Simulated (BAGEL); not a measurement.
**C2H4ClF (1-chloro-1-fluoroethane): levels of theory compared**

Wanted: a comparison of 4 runs (B3LYP/6-31G*, B3LYP/6-311+G**, PBE0/6-311+G**, RI-MP2/6-311+G**) of C2H4ClF (1-chloro-1-fluoroethane). 

The calculation is run with BAGEL 1.2.2.

**1. The molecule**

C2H4ClF: 8 atoms, total charge 0, spin state singlet. As SMILES, `CC(F)Cl`. Geometry: relaxed at PBE0-D4/def2-TZVP.

Bond lengths: C1–C2 1.499 Å, C2–F3 1.363 Å, C2–Cl4 1.783 Å, C1–H5 1.090 Å, C1–H6 1.092 Å, C1–H7 1.090 Å, C2–H8 1.091 Å. Some angles: C1–C2–F3 110.1°, C1–C2–Cl4 111.1°, F3–C2–Cl4 108.4°, C1–C2–H8 113.3°, F3–C2–H8 107.8°, Cl4–C2–H8 105.8°, C2–C1–H5 110.2°, C2–C1–H6 109.1°, C2–C1–H7 110.0°, H5–C1–H6 109.1°.

**2. The energy at B3LYP/6-31G(d) (density fitting with qzvpp-jkfit, spherical functions) (run 1)**

input.json reads:

```json
{ "bagel" : [

{
  "title" : "molecule",
  "basis" : "6-31gs.json",
  "df_basis" : "qzvpp-jkfit",
  "angstrom" : "true",
  "geometry" : [
    { "atom" : "C", "xyz" : [       0.023800,       0.798000,      -0.063300 ] },
    { "atom" : "C", "xyz" : [      -0.053500,      -0.682200,       0.160900 ] },
    { "atom" : "F", "xyz" : [       1.025400,      -1.104300,       0.878600 ] },
    { "atom" : "Cl", "xyz" : [      -0.081400,      -1.566700,      -1.387100 ] },
    { "atom" : "H", "xyz" : [      -0.846800,       1.140400,      -0.622400 ] },
    { "atom" : "H", "xyz" : [       0.049700,       1.305200,       0.903700 ] },
    { "atom" : "H", "xyz" : [       0.927000,       1.044400,      -0.622300 ] },
    { "atom" : "H", "xyz" : [      -0.952100,      -0.992000,       0.696200 ] }
  ]
},

{ "title" : "ks", "xc_func" : "b3lyp" },

{ "title" : "print", "file" : "orbitals.molden", "orbitals" : "true" }

]}
```

The basis set 6-31G* is read from a file made from the Basis Set Exchange's data (not shown).

Run with:

```console
$ BAGEL_NUM_THREADS=1 BAGEL input.json > input.out
```

Log:

```text
* using 1 threads per process

  ===============================================================
  ===============================================================

  *** Geometry ***

  { "atom" : "C", "xyz" : [      0.044975,      1.508001,     -0.119620 ] },
  { "atom" : "C", "xyz" : [     -0.101100,     -1.289171,      0.304057 ] },
  { "atom" : "F", "xyz" : [      1.937725,     -2.086825,      1.660313 ] },
[... 4 lines of this table left out ...]
  { "atom" : "H", "xyz" : [     -1.799208,     -1.874608,      1.315627 ] },

  Number of auxiliary basis functions:      427

  Since a DF basis is specified, we compute 2- and 3-index integrals:
    o Being stored without compression. Storage requirement is 0.016 GB

  Number of basis functions:       68
  Number of electrons      :       42

    * METHOD: MOLECULE                             0.14

  *** Kohn-Sham DFT ***

    * Removing 15133 points whose weight is below 1.00e-10
    * Grid points: 104115

  === Nuclear Repulsion ===
   166.6486461740

       - DIIS with orbital gradients will be used.

  === KS iteration (b3lyp / 6-31gs.json) ===
      0       -605.29831063          0.14977860           0.25
      1       -550.26702505          0.19154973           0.24
      2       -602.06621958          0.18477429           0.24
[... 17 lines of this table left out ...]
     20       -638.65006438          0.00000001           0.23
    * SCF iteration converged.

    * Permanent dipole moment:
           (    0.432060,    -0.679978,    -0.300898) a.u.

    * METHOD: KS                                   5.34

    * METHOD: PRINT                                0.01

  ===============================================================
```

Wall time 5.7 s (1 thread of Arm Neoverse V2, shared host); peak memory 0.35 GiB.

**3. A single-point energy at B3LYP/6-311+G(d,p) (density fitting with qzvpp-jkfit) (run 2)**

Changes to input.json since step 2:

```diff
@@ -4,5 +4,5 @@
   "title" : "molecule",
-  "basis" : "6-31gs.json",
+  "basis" : "6-311+gss.json",
   "df_basis" : "qzvpp-jkfit",
-  "angstrom" : "true",
+  "angstrom" : true,
   "geometry" : [
@@ -21,3 +21,3 @@
 
-{ "title" : "print", "file" : "orbitals.molden", "orbitals" : "true" }
+{ "title" : "print", "file" : "orbitals.molden", "orbitals" : true }
```

The basis set 6-311+G** is read from a file made from the Basis Set Exchange's data (not shown).

Run with:

```console
$ BAGEL_NUM_THREADS=1 BAGEL input.json > input.out
```

Log:

```text
* using 1 threads per process

  ===============================================================
  ===============================================================

  *** Geometry ***

  { "atom" : "C", "xyz" : [      0.044975,      1.508001,     -0.119620 ] },
  { "atom" : "C", "xyz" : [     -0.101100,     -1.289171,      0.304057 ] },
  { "atom" : "F", "xyz" : [      1.937725,     -2.086825,      1.660313 ] },
[... 4 lines of this table left out ...]
  { "atom" : "H", "xyz" : [     -1.799208,     -1.874608,      1.315627 ] },

  Number of auxiliary basis functions:      427

  Since a DF basis is specified, we compute 2- and 3-index integrals:
    o Being stored without compression. Storage requirement is 0.049 GB

  Number of basis functions:      120
  Number of electrons      :       42

    * METHOD: MOLECULE                             0.19

  *** Kohn-Sham DFT ***

    * Removing 15133 points whose weight is below 1.00e-10
    * Grid points: 104115

  === Nuclear Repulsion ===
   166.6486461740

       - DIIS with orbital gradients will be used.

  === KS iteration (b3lyp / 6-311+gss.json) ===
      0       -572.26419722          0.21004651           0.44
      1       -547.51437448          0.22400427           0.42
      2       -598.94475730          0.17053729           0.43
[... 15 lines of this table left out ...]
     18       -638.74895203          0.00000001           0.44
    * SCF iteration converged.

    * Permanent dipole moment:
           (    0.523638,    -0.723492,    -0.221391) a.u.

    * METHOD: KS                                   8.87

    * METHOD: PRINT                                0.02

  ===============================================================
```

It took 9.3 s on 1 thread of Arm Neoverse V2, shared host; peak memory 0.56 GiB.

Run 3 isn't shown in full; the table further down has it.

**4. The energy at RI-MP2/6-311+G(d,p) (density fitting with qzvpp-jkfit) (run 4)**

input.json reads:

```json
{ "bagel" : [

{
  "title" : "molecule",
  "basis" : "6-311+gss.json",
  "df_basis" : "qzvpp-jkfit",
  "angstrom" : true,
  "geometry" : [
    { "atom" : "C", "xyz" : [    0.023800,    0.798000,   -0.063300 ] },
    { "atom" : "C", "xyz" : [   -0.053500,   -0.682200,    0.160900 ] },
    { "atom" : "F", "xyz" : [    1.025400,   -1.104300,    0.878600 ] },
    { "atom" : "Cl", "xyz" : [   -0.081400,   -1.566700,   -1.387100 ] },
    { "atom" : "H", "xyz" : [   -0.846800,    1.140400,   -0.622400 ] },
    { "atom" : "H", "xyz" : [    0.049700,    1.305200,    0.903700 ] },
    { "atom" : "H", "xyz" : [    0.927000,    1.044400,   -0.622300 ] },
    { "atom" : "H", "xyz" : [   -0.952100,   -0.992000,    0.696200 ] }
  ]
},
{ "title" : "hf" },
{ "title" : "mp2", "ncore" : 8 }

]}
```

The basis set 6-311+G** is read from a file made from the Basis Set Exchange's data (not shown).

Run with:

```console
$ BAGEL_NUM_THREADS=1 BAGEL input.json > input.out
```

Log:

```text
* using 1 threads per process

  ===============================================================
  ===============================================================

  *** Geometry ***

  { "atom" : "C", "xyz" : [      0.044975,      1.508001,     -0.119620 ] },
  { "atom" : "C", "xyz" : [     -0.101100,     -1.289171,      0.304057 ] },
  { "atom" : "F", "xyz" : [      1.937725,     -2.086825,      1.660313 ] },
[... 4 lines of this table left out ...]
  { "atom" : "H", "xyz" : [     -1.799208,     -1.874608,      1.315627 ] },

[... 23 lines left out ...]
    * SCF iteration converged.
[... 1 line left out ...]
    * Permanent dipole moment:
[... 2 lines left out ...]
    * METHOD: HF                                   1.44

  *** RHF ***

  === Nuclear Repulsion ===
   166.6486461740

      * DIIS with orbital gradients will be used.

  === RHF iteration (6-311+gss.json) ===
      0       -637.06219642          0.00000000           0.08
    * SCF iteration converged.

    * Permanent dipole moment:
           (    0.587684,    -0.782134,    -0.240779) a.u.

  === DF-MP2 calculation ===

    * freezing 8 orbitals
    * 3-index integral transformation done
    * assembly done

      MP2 correlation energy:   -0.6466922936      0.07

      MP2 total energy:       -637.7088887102

    * METHOD: MP2                                  0.26

  ===============================================================
```

Wall time 2.1 s (1 thread of Arm Neoverse V2, shared host); peak memory 0.14 GiB.

**5. Overview of the runs**

```
run                                                                 level  frozen core orbitals  energy (Eh)  dipole moment (D)  HOMO energy (eV)  LUMO energy (eV)  wall time
  1  B3LYP/6-31G* (density fitting with qzvpp-jkfit, spherical functions)                     –  -638.650064               2.19             -8.28              0.78      5.7 s
  2                    B3LYP/6-311+G** (density fitting with qzvpp-jkfit)                     –  -638.748952               2.34             -8.56             -0.04      9.3 s
  3                     PBE0/6-311+G** (density fitting with qzvpp-jkfit)                     –  -638.386574               2.35             -8.81              0.25      8.7 s
  4                   RI-MP2/6-311+G** (density fitting with qzvpp-jkfit)                     8  -637.708889                  –                 –                 –      2.1 s
```

**6. What came out**

```
                                          quantity          value
                               run 4: total energy  -637.70889 Eh
run 4: correlation energy (8 core orbitals frozen)     -646.7 mEh
```

In words: Over runs 1, 2, 3 the dipole moment (its size) runs from 2.19 D (B3LYP/6-31G*) to 2.35 D (PBE0/6-311+G**). The two ends differ in method and basis. Over runs 1, 2, 3 the HOMO–LUMO gap runs from 8.52 eV (B3LYP/6-311+G**) to 9.07 eV (B3LYP/6-31G*). Totals of different functionals can't be ranked against each other. All runs together took 26 s, the longest 9.3 s.
